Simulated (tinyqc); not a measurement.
Worked calculation: UHF in the sto-6g basis, for BH, spin multiplicity 3. This run ends on a higher stationary point, not on the lowest solution. One step of it, computed by the program tinyqc.

Question. Iteration 2: DIIS coefficients. Solve [B -1; -1 0][c; lambda] = [0; -1] for the coefficients, which sum to one.

B (overlaps of the stored error matrices):
```
[[1.2561840e-01, 6.3638391e-02],
 [6.3638391e-02, 3.1653116e-01]]
```

Give: DIIS coefficients.

Answer.

DIIS coefficients: [0.8032, 0.1968]
